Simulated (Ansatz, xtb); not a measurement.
# Loss of H2: SiH2(SH)2 → Si(SH)2 + H2

Species: SiH2(SH)2, singlet; Si(SH)2, singlet; H2 (hydrogen), singlet. 

Shapes, held fixed at every level: PBE0-D4/def2-TZVP. Flexible molecules stand in one conformer, not always the lowest. Programs: Ansatz 0.2.0, xtb 6.7.1. The zero-point and thermal change to 298 K, harmonic and unscaled (PBE0-D4/def2-TZVP), is -10.5 kJ/mol.

| level | kind | ΔH(298 K) (kJ/mol) | less CCSD(T)/CBS estimate |
| --- | --- | --- | --- |
| GFN1-xTB | semi-empirical | +301.4 | +169.9 |
| HF/def2-SVP | Hartree–Fock | +150.6 | +19.1 |
| HF/def2-TZVPP | Hartree–Fock | +151.1 | +19.6 |
| PBE-D4/def2-TZVPP | GGA | +115.5 | -16.0 |
| B3LYP-D4/def2-TZVPP | global hybrid | +120.2 | -11.3 |
| wB97X-V/def2-TZVPP | range-separated hybrid | +147.2 | +15.7 |
| B2PLYP/def2-TZVPP | double hybrid | +125.9 | -5.6 |
| CCSD/def2-TZVPP | coupled cluster or CI | +135.9 | +4.4 |
| CCSD(T)/CBS estimate | coupled cluster or CI | +131.5 | 0.0 |

The highest level, CCSD(T)/CBS estimate, gives ΔH(298 K) = +131.5 kJ/mol; the levels span +115.5 to +301.4. GFN1-xTB strays far from the other rows. The column of differences is taken from that level and isn't an error. No measured value is set beside it here. The CBS estimate extrapolates MP2 from def2-TZVPP and def2-QZVPP and adds CCSD(T) − MP2 in the triple-zeta set, cores frozen; for H2 it overshoots the exact energy by about 1 mEh.
